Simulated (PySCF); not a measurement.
Compound: C₃H₅F₂N.
Atom-mapped SMILES: `[F:1][CH:2]([F:3])[C@@H:4]1[CH2:5][NH:6]1` (hydrogens: H7 on C2; H8 on C4; H9, H10 on C5; H11 on N6)

Vertical excitations from PySCF (density fitting, frozen core in the response, grid level 2 and gas phase unless stated; continuum runs use non-equilibrium linear response for the excitations) on a GFN2-xTB geometry. Reference run:

```csv
settings,"S1, eV (f)","S2, eV (f)","S3, eV (f)","S4, eV (f)","S5, eV (f)","S6, eV (f)","T1, eV (Tamm–Dancoff)",mean α (au)
"PBE0/def2-SVPD, full TDDFT, 6 singlets",6.96 (0.004),7.60 (0.008),8.06 (0.082),8.12 (0.002),8.51 (0.029),9.09 (0.004),6.67,44.6
```

Task: What do these settings give: BP86/pcSseg-0, level shift 0.3 Eh, fitting basis def2-qzvpp-jkfit, full TDDFT, 1 singlet?

Result: 
```
                                                                                settings    S1, eV (f)  S2, eV (f)  S3, eV (f)  S4, eV (f)  S5, eV (f)  S6, eV (f)  T1, eV (Tamm–Dancoff)  mean α (au)
BP86/pcSseg-0, level shift 0.3 Eh, fitting basis def2-qzvpp-jkfit, full TDDFT, 1 singlet  6.73 (0.012)           –           –           –           –           –                   6.40         33.8
```

S1 moves by -0.23 eV; functional and basis change together, so the shift can't be laid on one. States are counted by energy in each run and needn't keep their character from row to row.

Task: Give the leading configurations of S1 (H = HOMO, L = LUMO) and the HOMO–LUMO gap of each run.

Result: 
```
                                                                                settings  S1 configurations (weight)  S1 (eV)  orbital gap (eV)  S1 − gap (eV)
                                                  PBE0/def2-SVPD, full TDDFT, 6 singlets                    H→L 0.96     6.96              8.39          -1.43
BP86/pcSseg-0, level shift 0.3 Eh, fitting basis def2-qzvpp-jkfit, full TDDFT, 1 singlet                    H→L 1.00     6.73              6.60          +0.13
```

The values belong to the conformer `[F:1][CH:2]([F:3])[C@@H:4]1[CH2:5][NH:6]1`: F1–C2–C4–C5 -73°.
